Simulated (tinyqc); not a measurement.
UHF in the sto-3g basis, for OH-, spin multiplicity 1, step by step (part 1 of 3). The basis has no diffuse functions, so it cannot describe the extra electron: this is an exercise in the method, not the real anion. Computed by tinyqc, a small Python program that keeps every step (integrals from PySCF). Settings: charge = -1, multiplicity = 1, basis = sto-3g, energy threshold = 1e-09, iteration cap = 70, orthogonalisation = canonical, start = core, DIIS depth = 0, damping = 0.3, method = UHF, break = 0.7. Command: `OMP_NUM_THREADS=1 python tinyqc.py 31549 31550 out.jsonl` (the two numbers bound the seeds that draw the settings). One thread of a shared host (Intel(R) Xeon(R) Processor @ 2.60GHz), about 0.09 s of CPU time with the checks. Later iterations appear only in the table of the cycle.

## One-electron integrals

Geometry (angstrom):
```
atom         x         y         z
O     0.000000  0.000000  0.000000
H     0.000000  0.000000  1.029000
```

Basis sto-3g: exponents (1/bohr^2) and contraction coefficients of normalised primitives:
```
element  l (shell)    exponent  coefficient
O            s (1)  130.709320     0.154329
O            s (1)   23.808861     0.535328
O            s (1)    6.443608     0.444635
O            s (2)    5.033151    -0.099967
O            s (2)    1.169596     0.399513
O            s (2)    0.380389     0.700115
O            p (3)    5.033151     0.155916
O            p (3)    1.169596     0.607684
O            p (3)    0.380389     0.391957
H            s (1)    3.425251     0.154329
H            s (1)    0.623914     0.535328
H            s (1)    0.168855     0.444635
```

Overlap, kinetic and nuclear-attraction integrals over the contracted functions; the nuclear repulsion is the sum of Za Zb / Rab.

nuclear repulsion = 4.11410854 hartree

overlap S, order 1O 1s, 1O 2s, 1O 2px, 1O 2py, 1O 2pz, 2H 1s:
$$\begin{pmatrix}
1.000000 & 0.236704 & 0.000000 & 0.000000 & 0.000000 & 0.045493 \\
0.236704 & 1.000000 & 0.000000 & 0.000000 & 0.000000 & 0.428914 \\
0.000000 & 0.000000 & 1.000000 & 0.000000 & 0.000000 & 0.000000 \\
0.000000 & 0.000000 & 0.000000 & 1.000000 & 0.000000 & 0.000000 \\
0.000000 & 0.000000 & 0.000000 & 0.000000 & 1.000000 & 0.367526 \\
0.045493 & 0.428914 & 0.000000 & 0.000000 & 0.367526 & 1.000000
\end{pmatrix}$$

kinetic energy T (hartree), order 1O 1s, 1O 2s, 1O 2px, 1O 2py, 1O 2pz, 2H 1s:
$$\begin{pmatrix}
29.003200 & -0.168011 & 0.000000 & 0.000000 & 0.000000 & -0.006454 \\
-0.168011 & 0.808128 & 0.000000 & 0.000000 & 0.000000 & 0.096844 \\
0.000000 & 0.000000 & 2.528731 & 0.000000 & 0.000000 & 0.000000 \\
0.000000 & 0.000000 & 0.000000 & 2.528731 & 0.000000 & 0.000000 \\
0.000000 & 0.000000 & 0.000000 & 0.000000 & 2.528731 & 0.232049 \\
-0.006454 & 0.096844 & 0.000000 & 0.000000 & 0.232049 & 0.760032
\end{pmatrix}$$

nuclear attraction V (hartree), order 1O 1s, 1O 2s, 1O 2px, 1O 2py, 1O 2pz, 2H 1s:
$$\begin{pmatrix}
-61.132718 & -7.304808 & 0.000000 & 0.000000 & -0.013433 & -1.441911 \\
-7.304808 & -9.561890 & 0.000000 & 0.000000 & -0.161607 & -3.211996 \\
0.000000 & 0.000000 & -9.453735 & 0.000000 & 0.000000 & 0.000000 \\
0.000000 & 0.000000 & 0.000000 & -9.453735 & 0.000000 & 0.000000 \\
-0.013433 & -0.161607 & 0.000000 & 0.000000 & -9.559538 & -2.479402 \\
-1.441911 & -3.211996 & 0.000000 & 0.000000 & -2.479402 & -5.227909
\end{pmatrix}$$

core Hamiltonian H = T + V (hartree), order 1O 1s, 1O 2s, 1O 2px, 1O 2py, 1O 2pz, 2H 1s:
$$\begin{pmatrix}
-32.129519 & -7.472819 & 0.000000 & 0.000000 & -0.013433 & -1.448364 \\
-7.472819 & -8.753762 & 0.000000 & 0.000000 & -0.161607 & -3.115153 \\
0.000000 & 0.000000 & -6.925004 & 0.000000 & 0.000000 & 0.000000 \\
0.000000 & 0.000000 & 0.000000 & -6.925004 & 0.000000 & 0.000000 \\
-0.013433 & -0.161607 & 0.000000 & 0.000000 & -7.030807 & -2.247354 \\
-1.448364 & -3.115153 & 0.000000 & 0.000000 & -2.247354 & -4.467877
\end{pmatrix}$$

## Two-electron integrals

Functions are numbered as in S; the eight-fold symmetry (ij|kl) = (ji|kl) = (kl|ij) leaves the list below.

Two-electron integrals (ij|kl) in chemists' order, unique and non-zero (hartree):
```
(11|11) 4.785065   (21|11) 0.741380   (21|21) 0.136873   (22|11) 1.118947
(22|21) 0.256633   (22|22) 0.817206   (31|31) 0.024477   (32|31) 0.037809
(32|32) 0.180518   (33|11) 1.115814   (33|21) 0.256684   (33|22) 0.817023
(33|33) 0.880159   (41|41) 0.024477   (42|41) 0.037809   (42|42) 0.180518
(43|43) 0.047444   (44|11) 1.115814   (44|21) 0.256684   (44|22) 0.817023
(44|33) 0.785270   (44|44) 0.880159   (51|51) 0.024477   (52|51) 0.037809
(52|52) 0.180518   (53|53) 0.047444   (54|54) 0.047444   (55|11) 1.115814
(55|21) 0.256684   (55|22) 0.817023   (55|33) 0.785270   (55|44) 0.785270
(55|55) 0.880159   (61|11) 0.144496   (61|21) 0.026456   (61|22) 0.049301
(61|33) 0.049205   (61|44) 0.049205   (61|51) 0.001221   (61|52) 0.002289
(61|55) 0.049500   (61|61) 0.005180   (62|11) 0.355989   (62|21) 0.082690
(62|22) 0.292070   (62|33) 0.287072   (62|44) 0.287072   (62|51) 0.006214
(62|52) 0.047720   (62|55) 0.301788   (62|61) 0.016301   (62|62) 0.129876
(63|31) 0.008598   (63|32) 0.050250   (63|53) 0.009882   (63|63) 0.018383
(64|41) 0.008598   (64|42) 0.050250   (64|54) 0.009882   (64|64) 0.018383
(65|11) 0.258280   (65|21) 0.060763   (65|22) 0.229157   (65|33) 0.218789
(65|44) 0.218789   (65|51) 0.012595   (65|52) 0.085644   (65|55) 0.249636
(65|61) 0.012501   (65|62) 0.123782   (65|65) 0.134993   (66|11) 0.499633
(66|21) 0.117941   (66|22) 0.478131   (66|33) 0.458880   (66|44) 0.458880
(66|51) 0.011355   (66|52) 0.120654   (66|55) 0.516034   (66|61) 0.023451
(66|62) 0.269118   (66|65) 0.292762   (66|66) 0.774606
```

## Orthogonalisation

S = U s U^T; canonical form X = U s^(-1/2), so that X^T S X = 1. Each column of U has its largest component positive (the first on a tie).

eigenvalues of S: [0.417809, 0.839510, 1.000000, 1.000000, 1.132812, 1.609869]

X, order 1O 1s, 1O 2s, 1O 2px, 1O 2py, 1O 2pz, 2H 1s:
$$\begin{pmatrix}
0.277781 & 0.767097 & 0.000000 & 0.000000 & 0.594316 & 0.213874 \\
-0.884506 & -0.472741 & 0.000000 & 0.000000 & 0.374229 & 0.450596 \\
0.000000 & 0.000000 & -0.596499 & 0.802614 & 0.000000 & 0.000000 \\
0.000000 & 0.000000 & 0.802614 & 0.596499 & 0.000000 & 0.000000 \\
-0.661136 & 0.564369 & 0.000000 & 0.000000 & -0.586951 & 0.314975 \\
1.047294 & -0.246447 & 0.000000 & 0.000000 & -0.212105 & 0.522667
\end{pmatrix}$$

Within a degenerate level the vectors are fixed only up to a rotation; this is one choice.

## Starting guess

The start is the orbitals of the core Hamiltonian, with HOMO and LUMO mixed by +/-0.7 rad for the two spins; D(s) = C_occ C_occ^T for each spin.

D(alpha) at the start, order 1O 1s, 1O 2s, 1O 2px, 1O 2py, 1O 2pz, 2H 1s:
$$\begin{pmatrix}
1.063652 & -0.280370 & 0.015989 & 0.010888 & -0.025441 & 0.060210 \\
-0.280370 & 1.255324 & -0.162905 & -0.110929 & 0.171441 & -0.374657 \\
0.015989 & -0.162905 & 0.716457 & -0.193076 & -0.119765 & 0.485679 \\
0.010888 & -0.110929 & -0.193076 & 0.868527 & -0.081553 & 0.330719 \\
-0.025441 & 0.171441 & -0.119765 & -0.081553 & 1.148747 & -0.337224 \\
0.060210 & -0.374657 & 0.485679 & 0.330719 & -0.337224 & 0.643812
\end{pmatrix}$$

D(beta) at the start, order 1O 1s, 1O 2s, 1O 2px, 1O 2py, 1O 2pz, 2H 1s:
$$\begin{pmatrix}
1.063652 & -0.280370 & -0.015989 & -0.010888 & -0.025441 & 0.060210 \\
-0.280370 & 1.255324 & 0.162905 & 0.110929 & 0.171441 & -0.374657 \\
-0.015989 & 0.162905 & 0.716457 & -0.193076 & 0.119765 & -0.485679 \\
-0.010888 & 0.110929 & -0.193076 & 0.868527 & 0.081553 & -0.330719 \\
-0.025441 & 0.171441 & 0.119765 & 0.081553 & 1.148747 & -0.337224 \\
0.060210 & -0.374657 & -0.485679 & -0.330719 & -0.337224 & 0.643812
\end{pmatrix}$$

## Iteration 1: building the Fock matrix

J_ij = sum D_kl (ij|kl) with D = D(alpha) + D(beta), K_ij = sum D_kl (ik|jl) for each spin; F = H + J - K(s); E = tr D H + tr D J / 2 - 0.5 sum_s tr D(s) K(s) + E_nn.

Coulomb J (hartree), order 1O 1s, 1O 2s, 1O 2px, 1O 2py, 1O 2pz, 2H 1s:
$$\begin{pmatrix}
18.054054 & 3.423719 & 0.000000 & 0.000000 & 0.012052 & 0.662796 \\
3.423719 & 8.492002 & 0.000000 & 0.000000 & 0.088815 & 3.022147 \\
0.000000 & 0.000000 & 8.443847 & -0.036642 & 0.000000 & 0.000000 \\
0.000000 & 0.000000 & -0.036642 & 8.472707 & 0.000000 & 0.000000 \\
0.012052 & 0.088815 & 0.000000 & 0.000000 & 8.535888 & 2.393554 \\
0.662796 & 3.022147 & 0.000000 & 0.000000 & 2.393554 & 5.057663
\end{pmatrix}$$

exchange K(alpha) (hartree), order 1O 1s, 1O 2s, 1O 2px, 1O 2py, 1O 2pz, 2H 1s:
$$\begin{pmatrix}
4.912748 & 0.843197 & -0.001668 & -0.001136 & 0.000589 & 0.170399 \\
0.843197 & 1.363565 & 0.006034 & 0.004109 & 0.012868 & 0.452789 \\
-0.001668 & 0.006034 & 0.926302 & -0.160777 & 0.011331 & 0.150383 \\
-0.001136 & 0.004109 & -0.160777 & 1.052932 & 0.007716 & 0.102402 \\
0.000589 & 0.012868 & 0.011331 & 0.007716 & 1.173609 & 0.304891 \\
0.170399 & 0.452789 & 0.150383 & 0.102402 & 0.304891 & 0.487841
\end{pmatrix}$$

exchange K(beta) (hartree), order 1O 1s, 1O 2s, 1O 2px, 1O 2py, 1O 2pz, 2H 1s:
$$\begin{pmatrix}
4.912748 & 0.843197 & 0.001668 & 0.001136 & 0.000589 & 0.170399 \\
0.843197 & 1.363565 & -0.006034 & -0.004109 & 0.012868 & 0.452789 \\
0.001668 & -0.006034 & 0.926302 & -0.160777 & -0.011331 & -0.150383 \\
0.001136 & -0.004109 & -0.160777 & 1.052932 & -0.007716 & -0.102402 \\
0.000589 & 0.012868 & -0.011331 & -0.007716 & 1.173609 & 0.304891 \\
0.170399 & 0.452789 & -0.150383 & -0.102402 & 0.304891 & 0.487841
\end{pmatrix}$$

F(alpha) (hartree), order 1O 1s, 1O 2s, 1O 2px, 1O 2py, 1O 2pz, 2H 1s:
$$\begin{pmatrix}
-18.988212 & -4.892296 & 0.001668 & 0.001136 & -0.001970 & -0.955967 \\
-4.892296 & -1.625325 & -0.006034 & -0.004109 & -0.085659 & -0.545795 \\
0.001668 & -0.006034 & 0.592541 & 0.124136 & -0.011331 & -0.150383 \\
0.001136 & -0.004109 & 0.124136 & 0.494770 & -0.007716 & -0.102402 \\
-0.001970 & -0.085659 & -0.011331 & -0.007716 & 0.331472 & -0.158691 \\
-0.955967 & -0.545795 & -0.150383 & -0.102402 & -0.158691 & 0.101945
\end{pmatrix}$$

F(beta) (hartree), order 1O 1s, 1O 2s, 1O 2px, 1O 2py, 1O 2pz, 2H 1s:
$$\begin{pmatrix}
-18.988212 & -4.892296 & -0.001668 & -0.001136 & -0.001970 & -0.955967 \\
-4.892296 & -1.625325 & 0.006034 & 0.004109 & -0.085659 & -0.545795 \\
-0.001668 & 0.006034 & 0.592541 & 0.124136 & 0.011331 & 0.150383 \\
-0.001136 & 0.004109 & 0.124136 & 0.494770 & 0.007716 & 0.102402 \\
-0.001970 & -0.085659 & 0.011331 & 0.007716 & 0.331472 & -0.158691 \\
-0.955967 & -0.545795 & 0.150383 & 0.102402 & -0.158691 & 0.101945
\end{pmatrix}$$

total energy of this density = -73.24373993 hartree

This density is the starting one.

## Iteration 1: diagonalisation and new density

Diagonalise F' = X^T F X, C = X C', fill 5 alpha and 5 beta electrons from the bottom; D(s) = C_occ C_occ^T; the new density keeps 0.3 of the old one (damping). Each column has its largest component positive (the first on a tie).

F' = X^T F X (alpha) (hartree):
$$\begin{pmatrix}
0.499279 & -1.568115 & 0.007205 & -0.174312 & -1.229477 & -0.486584 \\
-1.568115 & -7.554155 & -0.001739 & 0.042065 & -8.257948 & -4.101279 \\
0.007205 & -0.001739 & 0.410696 & -0.011011 & -0.001863 & 0.004224 \\
-0.174312 & 0.042065 & -0.011011 & 0.676615 & 0.045065 & -0.102181 \\
-1.229477 & -8.257948 & -0.001863 & 0.045065 & -8.664746 & -4.698393 \\
-0.486584 & -4.101279 & 0.004224 & -0.102181 & -4.698393 & -2.628416
\end{pmatrix}$$

orbital energies (alpha) (hartree): MO1 -18.997728, MO2 -0.425959, MO3 0.178613, MO4 0.410241, MO5 0.592447, MO6 0.981660

coefficients C (alpha), order 1O 1s, 1O 2s, 1O 2px, 1O 2py, 1O 2pz, 2H 1s:
$$\begin{pmatrix}
0.994029 & -0.244202 & 0.101668 & 0.000000 & 0.032115 & 0.073885 \\
0.025339 & 0.906020 & -0.509581 & 0.000000 & -0.209576 & -0.473085 \\
-0.000122 & 0.034283 & 0.183909 & -0.562842 & 0.678696 & -0.433109 \\
-0.000083 & 0.023344 & 0.125231 & 0.826565 & 0.462152 & -0.294921 \\
0.002391 & 0.103157 & 0.596078 & 0.000000 & -0.603715 & -0.684767 \\
-0.006169 & 0.204623 & 0.586246 & 0.000000 & 0.436170 & 0.948627
\end{pmatrix}$$

F' = X^T F X (beta) (hartree):
$$\begin{pmatrix}
0.499279 & -1.568115 & -0.007205 & 0.174312 & -1.229477 & -0.486584 \\
-1.568115 & -7.554155 & 0.001739 & -0.042065 & -8.257948 & -4.101279 \\
-0.007205 & 0.001739 & 0.410696 & -0.011011 & 0.001863 & -0.004224 \\
0.174312 & -0.042065 & -0.011011 & 0.676615 & -0.045065 & 0.102181 \\
-1.229477 & -8.257948 & 0.001863 & -0.045065 & -8.664746 & -4.698393 \\
-0.486584 & -4.101279 & -0.004224 & 0.102181 & -4.698393 & -2.628416
\end{pmatrix}$$

orbital energies (beta) (hartree): MO1 -18.997728, MO2 -0.425959, MO3 0.178613, MO4 0.410241, MO5 0.592447, MO6 0.981660

coefficients C (beta), order 1O 1s, 1O 2s, 1O 2px, 1O 2py, 1O 2pz, 2H 1s:
$$\begin{pmatrix}
0.994029 & -0.244202 & 0.101668 & 0.000000 & -0.032115 & 0.073885 \\
0.025339 & 0.906020 & -0.509581 & 0.000000 & 0.209576 & -0.473085 \\
0.000122 & -0.034283 & -0.183909 & -0.562842 & 0.678696 & 0.433109 \\
0.000083 & -0.023344 & -0.125231 & 0.826565 & 0.462152 & 0.294921 \\
0.002391 & 0.103157 & 0.596078 & 0.000000 & 0.603715 & -0.684767 \\
-0.006169 & 0.204623 & 0.586246 & 0.000000 & -0.436170 & 0.948627
\end{pmatrix}$$

D(alpha) after iteration 1, order 1O 1s, 1O 2s, 1O 2px, 1O 2py, 1O 2pz, 2H 1s:
$$\begin{pmatrix}
1.060462 & -0.262332 & 0.027197 & 0.018519 & 0.005248 & 0.030319 \\
-0.262332 & 1.164173 & -0.192300 & -0.130945 & -0.007160 & -0.255837 \\
0.027197 & -0.192300 & 0.783629 & -0.147336 & -0.243534 & 0.433305 \\
0.018519 & -0.130945 & -0.147336 & 0.899673 & -0.165833 & 0.295055 \\
0.005248 & -0.007160 & -0.243534 & -0.165833 & 0.855924 & -0.026113 \\
0.030319 & -0.255837 & 0.433305 & 0.295055 & -0.026113 & 0.596229
\end{pmatrix}$$

D(beta) after iteration 1, order 1O 1s, 1O 2s, 1O 2px, 1O 2py, 1O 2pz, 2H 1s:
$$\begin{pmatrix}
1.060462 & -0.262332 & -0.027197 & -0.018519 & 0.005248 & 0.030319 \\
-0.262332 & 1.164173 & 0.192300 & 0.130945 & -0.007160 & -0.255837 \\
-0.027197 & 0.192300 & 0.783629 & -0.147336 & 0.243534 & -0.433305 \\
-0.018519 & 0.130945 & -0.147336 & 0.899673 & 0.165833 & -0.295055 \\
0.005248 & -0.007160 & 0.243534 & 0.165833 & 0.855924 & -0.026113 \\
0.030319 & -0.255837 & -0.433305 & -0.295055 & -0.026113 & 0.596229
\end{pmatrix}$$

## Iteration 2: building the Fock matrix

As before.

Coulomb J (hartree), order 1O 1s, 1O 2s, 1O 2px, 1O 2py, 1O 2pz, 2H 1s:
$$\begin{pmatrix}
17.864750 & 3.382756 & 0.000000 & 0.000000 & 0.005446 & 0.654450 \\
3.382756 & 8.409163 & 0.000000 & 0.000000 & 0.081996 & 3.007183 \\
0.000000 & 0.000000 & 8.372730 & -0.027961 & 0.000000 & 0.000000 \\
0.000000 & 0.000000 & -0.027961 & 8.394752 & 0.000000 & 0.000000 \\
0.005446 & 0.081996 & 0.000000 & 0.000000 & 8.436358 & 2.389166 \\
0.654450 & 3.007183 & 0.000000 & 0.000000 & 2.389166 & 5.094750
\end{pmatrix}$$

exchange K(alpha) (hartree), order 1O 1s, 1O 2s, 1O 2px, 1O 2py, 1O 2pz, 2H 1s:
$$\begin{pmatrix}
4.905153 & 0.838858 & -0.000572 & -0.000390 & 0.001444 & 0.169625 \\
0.838858 & 1.350762 & -0.037655 & -0.025641 & -0.010716 & 0.492281 \\
-0.000572 & -0.037655 & 0.974541 & -0.122689 & -0.103710 & 0.087816 \\
-0.000390 & -0.025641 & -0.122689 & 1.071173 & -0.070621 & 0.059798 \\
0.001444 & -0.010716 & -0.103710 & -0.070621 & 1.073879 & 0.378215 \\
0.169625 & 0.492281 & 0.087816 & 0.059798 & 0.378215 & 0.603260
\end{pmatrix}$$

exchange K(beta) (hartree), order 1O 1s, 1O 2s, 1O 2px, 1O 2py, 1O 2pz, 2H 1s:
$$\begin{pmatrix}
4.905153 & 0.838858 & 0.000572 & 0.000390 & 0.001444 & 0.169625 \\
0.838858 & 1.350762 & 0.037655 & 0.025641 & -0.010716 & 0.492281 \\
0.000572 & 0.037655 & 0.974541 & -0.122689 & 0.103710 & -0.087816 \\
0.000390 & 0.025641 & -0.122689 & 1.071173 & 0.070621 & -0.059798 \\
0.001444 & -0.010716 & 0.103710 & 0.070621 & 1.073879 & 0.378215 \\
0.169625 & 0.492281 & -0.087816 & -0.059798 & 0.378215 & 0.603260
\end{pmatrix}$$

F(alpha) (hartree), order 1O 1s, 1O 2s, 1O 2px, 1O 2py, 1O 2pz, 2H 1s:
$$\begin{pmatrix}
-19.169921 & -4.928920 & 0.000572 & 0.000390 & -0.009431 & -0.963539 \\
-4.928920 & -1.695361 & 0.037655 & 0.025641 & -0.068894 & -0.600250 \\
0.000572 & 0.037655 & 0.473184 & 0.094728 & 0.103710 & -0.087816 \\
0.000390 & 0.025641 & 0.094728 & 0.398575 & 0.070621 & -0.059798 \\
-0.009431 & -0.068894 & 0.103710 & 0.070621 & 0.331672 & -0.236403 \\
-0.963539 & -0.600250 & -0.087816 & -0.059798 & -0.236403 & 0.023612
\end{pmatrix}$$

F(beta) (hartree), order 1O 1s, 1O 2s, 1O 2px, 1O 2py, 1O 2pz, 2H 1s:
$$\begin{pmatrix}
-19.169921 & -4.928920 & -0.000572 & -0.000390 & -0.009431 & -0.963539 \\
-4.928920 & -1.695361 & -0.037655 & -0.025641 & -0.068894 & -0.600250 \\
-0.000572 & -0.037655 & 0.473184 & 0.094728 & -0.103710 & 0.087816 \\
-0.000390 & -0.025641 & 0.094728 & 0.398575 & -0.070621 & 0.059798 \\
-0.009431 & -0.068894 & -0.103710 & -0.070621 & 0.331672 & -0.236403 \\
-0.963539 & -0.600250 & 0.087816 & 0.059798 & -0.236403 & 0.023612
\end{pmatrix}$$

total energy of this density = -73.60286800 hartree

This density is a damped mixture and is not idempotent.

## Iteration 2: diagonalisation and new density

As before.

F' = X^T F X (alpha) (hartree):
$$\begin{pmatrix}
0.589078 & -1.635902 & 0.009677 & -0.234123 & -1.193619 & -0.521405 \\
-1.635902 & -7.658477 & -0.003138 & 0.075925 & -8.323770 & -4.115964 \\
0.009677 & -0.003138 & 0.334419 & -0.008402 & 0.001390 & -0.000193 \\
-0.234123 & 0.075925 & -0.008402 & 0.537341 & -0.033623 & 0.004662 \\
-1.193619 & -8.323770 & 0.001390 & -0.033623 & -8.769438 & -4.718733 \\
-0.521405 & -4.115964 & -0.000193 & 0.004662 & -4.718733 & -2.728562
\end{pmatrix}$$

orbital energies (alpha) (hartree): MO1 -19.179096, MO2 -0.500318, MO3 0.123319, MO4 0.334071, MO5 0.429252, MO6 1.097132

coefficients C (alpha), order 1O 1s, 1O 2s, 1O 2px, 1O 2py, 1O 2pz, 2H 1s:
$$\begin{pmatrix}
0.994165 & -0.241836 & 0.101745 & 0.000000 & 0.026978 & 0.081402 \\
0.024796 & 0.893928 & -0.512513 & 0.000000 & -0.185326 & -0.502176 \\
-0.000118 & -0.022019 & 0.015904 & -0.562842 & 0.755483 & -0.334240 \\
-0.000080 & -0.014993 & 0.010829 & 0.826565 & 0.514440 & -0.227597 \\
0.002696 & 0.089651 & 0.621955 & 0.000000 & -0.371628 & -0.816305 \\
-0.006092 & 0.227347 & 0.590470 & 0.000000 & 0.414697 & 0.950462
\end{pmatrix}$$

F' = X^T F X (beta) (hartree):
$$\begin{pmatrix}
0.589078 & -1.635902 & -0.009677 & 0.234123 & -1.193619 & -0.521405 \\
-1.635902 & -7.658477 & 0.003138 & -0.075925 & -8.323770 & -4.115964 \\
-0.009677 & 0.003138 & 0.334419 & -0.008402 & -0.001390 & 0.000193 \\
0.234123 & -0.075925 & -0.008402 & 0.537341 & 0.033623 & -0.004662 \\
-1.193619 & -8.323770 & -0.001390 & 0.033623 & -8.769438 & -4.718733 \\
-0.521405 & -4.115964 & 0.000193 & -0.004662 & -4.718733 & -2.728562
\end{pmatrix}$$

orbital energies (beta) (hartree): MO1 -19.179096, MO2 -0.500318, MO3 0.123319, MO4 0.334071, MO5 0.429252, MO6 1.097132

coefficients C (beta), order 1O 1s, 1O 2s, 1O 2px, 1O 2py, 1O 2pz, 2H 1s:
$$\begin{pmatrix}
0.994165 & -0.241836 & 0.101745 & 0.000000 & -0.026978 & 0.081402 \\
0.024796 & 0.893928 & -0.512513 & 0.000000 & 0.185326 & -0.502176 \\
0.000118 & 0.022019 & -0.015904 & -0.562842 & 0.755483 & 0.334240 \\
0.000080 & 0.014993 & -0.010829 & 0.826565 & 0.514440 & 0.227597 \\
0.002696 & 0.089651 & 0.621955 & 0.000000 & 0.371628 & -0.816305 \\
-0.006092 & 0.227347 & 0.590470 & 0.000000 & -0.414697 & 0.950462
\end{pmatrix}$$

D(alpha) after iteration 2, order 1O 1s, 1O 2s, 1O 2px, 1O 2py, 1O 2pz, 2H 1s:
$$\begin{pmatrix}
1.058688 & -0.252774 & 0.027204 & 0.018525 & 0.025552 & 0.016255 \\
-0.252774 & 1.116968 & -0.175183 & -0.119289 & -0.120923 & -0.200229 \\
0.027204 & -0.175183 & 0.856887 & -0.097451 & -0.264049 & 0.352369 \\
0.018525 & -0.119289 & -0.097451 & 0.933641 & -0.179802 & 0.239942 \\
0.025552 & -0.120923 & -0.264049 & -0.179802 & 0.629863 & 0.155615 \\
0.016255 & -0.200229 & 0.352369 & 0.239942 & 0.155615 & 0.579515
\end{pmatrix}$$

D(beta) after iteration 2, order 1O 1s, 1O 2s, 1O 2px, 1O 2py, 1O 2pz, 2H 1s:
$$\begin{pmatrix}
1.058688 & -0.252774 & -0.027204 & -0.018525 & 0.025552 & 0.016255 \\
-0.252774 & 1.116968 & 0.175183 & 0.119289 & -0.120923 & -0.200229 \\
-0.027204 & 0.175183 & 0.856887 & -0.097451 & 0.264049 & -0.352369 \\
-0.018525 & 0.119289 & -0.097451 & 0.933641 & 0.179802 & -0.239942 \\
0.025552 & -0.120923 & 0.264049 & 0.179802 & 0.629863 & 0.155615 \\
0.016255 & -0.200229 & -0.352369 & -0.239942 & 0.155615 & 0.579515
\end{pmatrix}$$
